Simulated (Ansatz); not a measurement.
SiH2 (SMILES [SiH2], charge +1) moved off its minimum; all values from Ansatz (a quantum-chemistry and plane-wave program), cores frozen in correlated methods. Open shells are unrestricted.
(charge 1, multiplicity 2)
```xyz
3

Si     0.0244     0.0897    -0.0011
H     -1.2938    -0.6407    -0.0149
H      1.2938    -0.6934    -0.0632
```

Forces at wB97M-V/def2-TZVPP (eV/Å):

```
atom      Fx      Fy      Fz
----  ------  ------  ------
Si1   -0.212  -0.273  -0.010
H2     0.371   0.190   0.003
H3    -0.159   0.082   0.007
```

Give the forces (eV/Å), the total energy and the dipole at CCSD(T)/aug-cc-pV(T+d)Z.


| atom | Fx | Fy | Fz |
|---|---|---|---|
| Si1 | -0.213 | -0.299 | -0.011 |
| H2 | 0.327 | 0.205 | 0.005 |
| H3 | -0.114 | 0.095 | 0.007 |
Energy -289.8412 hartree.
